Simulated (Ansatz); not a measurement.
**CCSDT(Q)/6-31G run of H3S+ (sulfonium)**

Aim: the energy change on altering one bond length of H3S+ (sulfonium) at CCSDT(Q)/6-31G, from 2 runs. 

Program for the calculation: Ansatz 0.2.0.

9 further runs of the same task are left out: 7 that didn't finish, 2 set aside as unsound or not needed.

## Step 1: The system as given

H3S+: 4 atoms, total charge +1, spin state singlet. As SMILES, `[SH3+]`. The shape is that of a GFN2-xTB optimisation.

Bond lengths: S1–H2 1.356 Å, S1–H3 1.355 Å, S1–H4 1.355 Å. Angles: H2–S1–H3 93.7°, H2–S1–H4 93.7°, H3–S1–H4 93.7°.

## Step 2: A single-point energy at CCSDT(Q)/6-31G

Contents of run.yaml:

```yaml
crystal:
  periodic: [false, false, false]
  atoms:
    - {symbol: S, position_ang: [0.301620, -0.100910, -0.445950]}
    - {symbol: H, position_ang: [0.848020, 0.280920, 0.734350]}
    - {symbol: H, position_ang: [-0.494150, -1.037930, 0.125030]}
    - {symbol: H, position_ang: [-0.655500, 0.857920, -0.413440]}
basis:
  gaussian:
    orbitals: 6-31G
total_charge: 1
correlation:
  method: ccsdt_q
  frozen_orbitals: {H: 0, S: 5}
accuracy: high
scf:
  omitted_lower_state_checks: [cluster_reference, increment]
```

The run is started by

```bash
$ ansatz run run.yaml --threads 1 --pin off --max-ram 2610MiB --events-out events.jsonl --progress --plain --runs-dir runs
```

What it wrote, shortened:

```text
Warning: RAYON_NUM_THREADS=1 ignored (pool sized by the plan → 1); use --threads N
Functional definition: HF
  name "HF"
[...]
409 factors; integrals over basis functions are off by at most 3.6e-9 eV
[...]
mean field -10853.95031999 eV, -398.8753171880 hartree, gradient 1.3e-8 eV, S^2 0.000000; 0 other end points of the search recorded, 0 dependent functions left out
5 core orbitals not correlated: weight in the atoms' cores, before any rotation towards them, 1.000 or more for the frozen orbitals, at most 0.000 for the correlated occupied ones
reference -10853.95031999 eV, -398.8753171880 hartree; 4, 4 occupied and 10, 10 virtual orbitals, 409 factors
second order -1.78385615 eV of doubles, -0.00000000 eV of singles
cycle   1  -2.14342311 eV  change   -3.6e-1 eV  update   4.8e-2
[...]
cycle  19  -2.33857906 eV  change  -4.4e-10 eV  update  1.5e-10
perturbative correction -0.00149014 eV, -0.0000547618 hartree
Total energy: -10856.29038920 eV, -398.9613131452 hartree
Checks for a lower state left out: cluster_reference, increment
```

Run time: 0.28 s. Hardware: 1 thread of Arm Neoverse V2, shared host.

## Step 3: The distorted shape

Contents of run.yaml:

```yaml
crystal:
  periodic: [false, false, false]
  atoms:
    - {symbol: S, position_ang: [0.165024, -0.196365, -0.741017]}
    - {symbol: H, position_ang: [0.848020, 0.280920, 0.734350]}
    - {symbol: H, position_ang: [-0.630746, -1.133385, -0.170037]}
    - {symbol: H, position_ang: [-0.792096, 0.762465, -0.708507]}
basis:
  gaussian:
    orbitals: 6-31G
total_charge: 1
correlation:
  method: ccsdt_q
  frozen_orbitals: {H: 0, S: 5}
accuracy: high
scf:
  omitted_lower_state_checks: [cluster_reference, increment]
```

The run is started by

```bash
$ ansatz run run.yaml --threads 1 --pin off --max-ram 2610MiB --events-out events.jsonl --progress --plain --runs-dir runs
```

What it wrote, shortened:

```text
Warning: RAYON_NUM_THREADS=1 ignored (pool sized by the plan → 1); use --threads N
[... 2 set-up lines as earlier in the session ...]
[...]
409 factors; integrals over basis functions are off by at most 3.3e-9 eV
[...]
mean field -10853.14248988 eV, -398.8456299790 hartree, gradient 2.2e-8 eV, S^2 0.000000; 0 other end points of the search recorded, 0 dependent functions left out
5 core orbitals not correlated: weight in the atoms' cores, before any rotation towards them, 1.000 or more for the frozen orbitals, at most 0.000 for the correlated occupied ones
reference -10853.14248988 eV, -398.8456299790 hartree; 4, 4 occupied and 10, 10 virtual orbitals, 409 factors
second order -1.95246850 eV of doubles, -0.00000000 eV of singles
cycle   1  -2.34058593 eV  change   -3.9e-1 eV  update   5.9e-2
[...]
cycle  21  -2.60146515 eV  change  -9.4e-11 eV  update  8.8e-11
perturbative correction -0.00254921 eV, -0.0000936817 hartree
Total energy: -10855.74650424 eV, -398.9413257415 hartree
Checks for a lower state left out: cluster_reference, increment
```

Run time: 0.28 s. Hardware: 1 thread of Arm Neoverse V2, shared host.

## Step 4: What came out

At CCSDT(Q)/6-31G, 5 core orbitals frozen:

```
                                                         quantity          value
                                        first shape: total energy  -398.96131 Eh
         first shape: correlation energy (5 core orbitals frozen)      -86.0 mEh
                                       first shape: T1 diagnostic          0.007
                                    distorted shape: total energy  -398.94133 Eh
     distorted shape: correlation energy (5 core orbitals frozen)      -95.7 mEh
                                   distorted shape: T1 diagnostic          0.012
energy change with the S1–H2 bond stretched from 1.356 to 1.694 Å       0.544 eV
```

What this shows: With the S1–H2 bond stretched from 1.356 to 1.694 Å the energy rises by 0.54 eV (12.5 kcal/mol). The first shape isn't relaxed at this level, so the change isn't measured from a minimum.
